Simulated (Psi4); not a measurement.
Reaction (SMILES): N (NH3) → [NH2-] + H+
B3LYP-D3(BJ)/def2-TZVP geometries, fixed; electronic energies without zero-point terms.

Basis-set convergence of the deprotonation energy at B3LYP with Psi4. Cartesian d functions, on some or all atoms, in 6-31G*, 6-31+G*; all else is spherical. Density fitting with the program's default auxiliary sets. Psi4's default fitting sets serve the pcseg sets less well. No added dispersion term, no relativity. Functions are those of the species that has most. Reference: the value in aug-cc-pVQZ, 410.98 kcal/mol, itself unsure by roughly 2.73 kcal/mol (its distance from def2-QZVPPD). Deviations are taken from unrounded values.

```
basis        functions  deprotonation energy (kcal/mol)
-----------  ---------  -------------------------------
6-31G*              21                           443.93
6-31+G*             25                           411.90
cc-pVDZ             29                           446.91
aug-cc-pVDZ         50                           409.61
def2-SVP            29                           445.04
def2-SVPD           44                           418.46
pcseg-1             29                           436.68
aug-pcseg-1         50                           408.63
6-311G**            36                           439.49
6-311+G**           40                           412.65
def2-TZVP           49                           423.92
def2-TZVPD          64                           414.85
cc-pVTZ             72                           432.41
aug-cc-pVTZ        115                           411.03
pcseg-2             72                           420.59
aug-pcseg-2        115                           410.44
def2-TZVPP          73                           424.35
def2-TZVPPD         88                           415.40
cc-pVQZ            145                           425.15
aug-cc-pVQZ        218                           410.98
def2-QZVPP         147                           418.26
def2-QZVPPD        162                           413.71
pcseg-3            159                           413.52
aug-pcseg-3        232                           410.32
```

What the diffuse functions change, pair by pair:
- 6-31G* to 6-31+G*: 4 more functions, deviation 32.95 to 0.92 kcal/mol
- cc-pVDZ to aug-cc-pVDZ: 21 more functions, deviation 35.93 to -1.37 kcal/mol
- def2-SVP to def2-SVPD: 15 more functions, deviation 34.06 to 7.48 kcal/mol
- pcseg-1 to aug-pcseg-1: 21 more functions, deviation 25.70 to -2.35 kcal/mol
- 6-311G** to 6-311+G**: 4 more functions, deviation 28.52 to 1.67 kcal/mol
- def2-TZVP to def2-TZVPD: 15 more functions, deviation 12.94 to 3.87 kcal/mol
- cc-pVTZ to aug-cc-pVTZ: 43 more functions, deviation 21.44 to 0.05 kcal/mol
- pcseg-2 to aug-pcseg-2: 43 more functions, deviation 9.61 to -0.54 kcal/mol
- def2-TZVPP to def2-TZVPPD: 15 more functions, deviation 13.37 to 4.42 kcal/mol
- cc-pVQZ to aug-cc-pVQZ: 73 more functions, deviation 14.17 to 0.00 kcal/mol
- def2-QZVPP to def2-QZVPPD: 15 more functions, deviation 7.28 to 2.73 kcal/mol
- pcseg-3 to aug-pcseg-3: 73 more functions, deviation 2.55 to -0.66 kcal/mol

Leaving out the reference's own pair, they bring the value nearer the reference by more than 2.73 kcal/mol in 10 of 11 pairs.
